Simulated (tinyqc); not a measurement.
Ways to converge the cycle: SCF convergence aids in the sto-3g basis, for H2O+, spin multiplicity 2. Computed by the program tinyqc with PySCF. 

Geometry (angstrom):
```
atom       x        y       z
O     0.0000   0.0000  0.0000
H     0.0000   0.8540  0.6440
H     0.0000  -0.8540  0.6440
```

lowest solution found by these runs and by PySCF with stability checks = -74.667138 hartree

UHF with one setting changed at a time; a run stops when the energy changes by less than 1e-09 hartree and the error matrix is below 1e-5. The start is the Wolfsberg-Helmholz matrix. Damping d keeps d of the old density; a shift (hartree) raises the virtual levels; DIIS n extrapolates F over n matrices.

Largest element of the error matrix X^T (FDS - SDF) X:
```
iteration    plain  damping 0.3  damping 0.6  shift 0.4   DIIS 3   DIIS 8
1          1.8e-01      1.8e-01      1.8e-01    1.8e-01  1.8e-01  1.8e-01
2          5.5e-02      8.5e-02      1.2e-01    7.7e-02  5.5e-02  5.5e-02
3          1.7e-02      4.5e-02      8.5e-02    3.6e-02  1.0e-02  1.0e-02
4          5.0e-03      2.4e-02      6.3e-02    1.6e-02  3.8e-03  3.8e-03
5          2.9e-03      1.2e-02      4.6e-02    8.3e-03  1.9e-03  1.9e-03
6          1.8e-03      6.4e-03      3.3e-02    4.7e-03  7.4e-04  7.6e-04
8          8.3e-04      2.2e-03      1.8e-02    2.3e-03  1.5e-05  6.9e-06
10         4.0e-04      1.2e-03      9.4e-03    1.2e-03        -        -
14         9.9e-05      4.7e-04      2.8e-03    3.7e-04        -        -
20         1.3e-05      1.1e-04      9.0e-04    8.0e-05        -        -
30               -      1.2e-05      2.5e-04    7.0e-06        -        -
45               -            -      3.7e-05          -        -        -
```

How each run ends:
```
run          iterations  E (hartree)         state
plain                22    -74.66714  lowest found
damping 0.3          32    -74.66714  lowest found
damping 0.6          57    -74.66714  lowest found
shift 0.4            30    -74.66714  lowest found
DIIS 3                9    -74.66714  lowest found
DIIS 8                9    -74.66714  lowest found
```

6 of 6 runs reach the lowest solution found, in 9 to 57 iterations (fastest: DIIS 3, DIIS 8). Plain steps already contract here, so damping only slows them. DIIS 3 and DIIS 8 gain by cancelling the error over several earlier matrices, much as a quasi-Newton step does.
